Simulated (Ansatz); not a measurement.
Basis-set extrapolation for `N=C(N)N` (PBE0-D4/def2-TZVP geometry, frozen core, the Gaussian-basis code of Ansatz). Multiplicity 1, RHF reference.

|  | def2-TZVPP | def2-QZVPP |
| --- | --- | --- |
| HF | -204.219466 | -204.229301 |
| MP2 correlation | -0.786032 | -0.841581 |
| CCSD(T) correlation | -0.840287 | not run |

Energies in hartree. Use E(X) = E(∞) + A·exp(−7.88·√X) for Hartree–Fock and E(X) = E(∞) + B·X^(−2.97) for correlation, with X = 3 and 4, and add CCSD(T) minus MP2 of the smaller set to the MP2 limit.

Q: What is the CCSD(T) energy at the basis-set limit?

A: HF limit: -204.229301 + (-0.009835) × 0.13774 = -204.23066. MP2 limit: -0.841581 + (-0.055549) × 0.74074 = -0.88273. Higher-order term: -0.840287 − (-0.786032) = -0.05426. Total: -205.16765 hartree, 283.3 kJ/mol below CCSD(T)/def2-TZVPP.
